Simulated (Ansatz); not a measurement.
Several settings on one geometry of Mg2S⁺ (the lowest doublet isomer of a short search) (that of the charge 1 doublet, PBE0-D4/def2-TZVP). Ansatz on 4 threads of Arm Neoverse V1 on a shared host; times are rough.

Cartesian coordinates in Å:
```
Mg -0.259 -0.752 1.845
Mg -0.394 0.469 -1.913
S 0.653 0.284 0.069
```

Totals from different functionals, basis sets or treatments of relativity can't be compared as stabilities.

DK, ANO-RCC and x2c sets are all-electron and run with scalar relativity unless a key says otherwise. HSE06 is defined as in plane-wave codes, on full-range PBE exchange. Correlated methods freeze 7 core orbitals; core or outer-core shells of Mg are correlated, in sets that lack core-valence functions.

(1) Give the basis size and estimate the energy, ⟨S²⟩ and time of these runs.

| run | method | charge | state | further keys |
| --- | --- | --- | --- | --- |
| 1 | UKS r2SCAN0/6-31G | 1 | doublet | accuracy: high; scf: {omitted_lower_state_checks: [starts]}; forces asked |
| 2 | UKS PBE-QIDH/def2-SVPD | 1 | doublet | final_grid: {core_spheres: 20, valence_spheres: 16, degree: 47}; accuracy: high; scf: {omitted_lower_state_checks: [starts]}; forces asked |
| 3 | UKS HSE06/cc-pVTZ-DK | 1 | doublet | – |

Results:

(1) 
```tsv
run	functions	energy (Eh)	⟨S²⟩	wall time
1	39	-797.9799	0.77	5.5 s
2	69	-797.2461	0.78	7.5 s
3	102	-799.5169	0.76	3 s
```
